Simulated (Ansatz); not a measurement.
Start from `C=C(C)CC` and change one atom or group to get `C=C(C)C(C)C`.

Ansatz, PBE0-D4/def2-TZVP geometries, multiplicity 1. Each molecule was computed in one conformer, which needn't be the lowest.

```csv
property,`C=C(C)CC`
size of the dipole moment (ωB97M-V/def2-TZVPP) / D,0.56
LUMO energy (PBE/def2-TZVPP) / eV,-0.51
LUMO energy (ωB97M-V/def2-TZVPP) / eV,2.47
HOMO energy (PBE/def2-TZVPP) / eV,-5.93
LUMO energy (PBE0/def2-TZVPP) / eV,0.52
size of the dipole moment (B3LYP/def2-TZVPP) / D,0.57
```

**Question.** Give the same properties after the change, and the shifts. (Estimate.)

**Answer.** Ansatz gave: 
```tsv
property	`C=C(C)C(C)C`	shift
size of the dipole moment (ωB97M-V/def2-TZVPP) / D	0.50	-0.06
LUMO energy (PBE/def2-TZVPP) / eV	-0.47	0.04
LUMO energy (ωB97M-V/def2-TZVPP) / eV	2.58	0.11
HOMO energy (PBE/def2-TZVPP) / eV	-5.92	0.01
LUMO energy (PBE0/def2-TZVPP) / eV	0.57	0.05
size of the dipole moment (B3LYP/def2-TZVPP) / D	0.52	-0.05
```

Dipoles are sizes alone; their direction can turn.

B3LYP here is the variant with VWN-RPA as its local correlation; programs differ in this.
